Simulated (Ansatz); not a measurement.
# Rhodium, fcc: convergence with Methfessel-Paxton smearing

Computed with Ansatz, r²SCAN, scalar-relativistic PAW, on the relaxed cell (a = 3.802 Å; spin not included). Errors count from a run at 500 eV on a Γ-centred 23×23×23 mesh with Fermi-Dirac smearing of 0.1 eV, extrapolated to zero width. Fixed here: cutoff 500 eV, mesh 14×14×14. The SCF starts from atomic densities corrected by a trained network.

```csv
width (eV),E(σ→0) error (meV/atom),F error (meV/atom),P (GPa),SCF iterations
0.01,-0.9,-0.9,-0.39,6
0.03,-0.9,-0.8,-0.39,6
0.1,-0.6,-0.9,-0.36,6
0.2,-1.8,-1.5,-0.42,6
0.3,-1.6,0.1,-0.50,6
0.6,4.6,3.8,-0.26,6
1.0,5.3,-7.8,0.53,6
```
